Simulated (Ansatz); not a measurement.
# CH4BCl: the cost of one run

All numbers below are computed with Ansatz 0.2.0 (RKS BHLYP/def2-SVP).

## (1) The starting structure

Bond lengths: B1–Cl2 2.060 Å, B1–C4 1.600 Å, C4–H5 1.110 Å, C4–H6 1.110 Å, C4–H7 1.110 Å. Angles: Cl2–B1–C4 155.3°, B1–C4–H5 109.5°, B1–C4–H6 109.5°, B1–C4–H7 109.5°, H5–C4–H6 109.4°, H5–C4–H7 109.4°, H6–C4–H7 109.4°.

Structure file:

```xyz
7

B     0.0000    0.0000    0.0000
Cl    1.1911    0.0000    1.6808
H     1.3757    0.0000   -0.1988
C    -1.3856    0.0000   -0.8000
H    -1.9458   -0.9305   -0.5708
H    -1.9898    0.8797   -0.4946
H    -1.1839    0.0508   -1.8903
```

## (2) A restrained relaxation towards end A

Springs on the bonds that form and break draw the guess towards this end; the thresholds are loose.

Contents of input.yaml:

```yaml
crystal:
  periodic: [false, false, false]
  atoms:
    - { symbol: B, position_ang: [0.0, 0.0, 0.0] }
    - { symbol: Cl, position_ang: [1.1911, 0.0, 1.6808] }
    - { symbol: H, position_ang: [1.3757, 0.0, -0.1988] }
    - { symbol: C, position_ang: [-1.3856, 0.0, -0.8] }
    - { symbol: H, position_ang: [-1.9458, -0.9305, -0.5708] }
    - { symbol: H, position_ang: [-1.9898, 0.8797, -0.4946] }
    - { symbol: H, position_ang: [-1.1839, 0.0508, -1.8903] }
basis:
  gaussian: { orbitals: def2-SVP }
hamiltonian:
  xc: { name: BHLYP }
relax:
  f_tol: 0.15
  max_steps: 25
  restrain:
    - { distance: [1, 2], at: 2.57, k: 30.0 }
    - { distance: [0, 1], at: 1.86, k: 30.0 }
    - { distance: [0, 2], at: 1.19, k: 30.0 }
```

Started as:

```
$ ansatz run input.yaml --threads 1 --pin off --max-ram 2048MiB --backend cpu --events-out ev --progress --plain --runs-dir out
```

What time and memory should one allow on 1 thread of AMD EPYC 9R45 (Zen 5), shared host?

About 5.4 s, with a peak of 0.15 GiB.
